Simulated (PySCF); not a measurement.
**Checking a proposed structure**

A compound C4H6ClN gives the data below (simulated from a calculation) and was assigned the structure `N[C@@H]1C=C(Cl)C1`.

$^{13}$C{$^{1}$H} NMR (computed): δ 168.3 (CH), 148.9 (C), 119.2 (CH2), 24.6 (CH3).

$^{1}$H NMR (300 MHz, computed): δ 7.58 (q, 1H), 5.53 (m, 1H), 5.38 (m, 1H), 2.21 (d, 3H).

- geometry: GFN2-xTB
- NMR shieldings at PBE0/pcSseg-1/GIAO
- run in PySCF 2.14
- one averaged value for each set of equivalent atoms, isolated molecule, non-relativistic, single conformer

Referencing at the same level of theory: TMS for $^{1}$H (31.72 ppm), $^{13}$C (186.93 ppm).

(1) Compare with the shifts computed for the proposed structure, pairing carbons in order of shift.

(2) Which isomer fits?

Results:

(1) Structure with atom numbers: `[NH2:1][C@@H:2]1[CH:3]=[C:4]([Cl:5])[CH2:6]1` (H(Xn): hydrogen on atom n).

```tsv
atom	computed for proposal	given list	difference
C4	147.2	168.3	-21.1
C3	143.7	148.9	-5.2
C6	54.5	119.2	-64.7
C2	53.2	24.6	+28.6
```

The rms difference is 37.0 ppm and the largest -64.7 ppm at C6 (allylic sp3 CH2). The carbon types in order of shift don't match either: C, CH, CH2, CH for the proposal against CH, C, CH2, CH3 in the data. The proposal doesn't fit.

(2) SMILES C=C(Cl)/N=C\C.

1. Carbon types of the structure: 1 × C, 1 × CH, 1 × CH2, 1 × CH3, which accounts for all hydrogens.
2. δC 168.3: C=N carbon.
3. δC 148.9: fully substituted alkene carbon; the olefinic region.
4. δC 119.2: terminal =CH2 carbon; an sp2 carbon of a C=C bond.
5. δH 5.53, 5.38: hydrogen on a terminal =CH2 carbon; olefinic region.

The shifts were computed for this structure.

Carbons that carry Cl, above all several Cl atoms, come out too deshielded, partly because spin–orbit coupling is missing. Shifts are as computed. Against solution values, carbons near 30 ppm lie about +3 ppm off and those near 130 ppm about +5 ppm; carbons on Cl a further +6 ppm. Of 1211 compounds with measured shifts, 218 miss one by over three times the rms of a fit or turn the order of signals round; such compounds aren't used in these exercises. No couplings were computed; multiplicities are counted from neighbouring protons, with m where these are inequivalent, close in shift, in a saturated or five-membered ring or joined by F or P, and br s for small geminal =CH2 splittings.
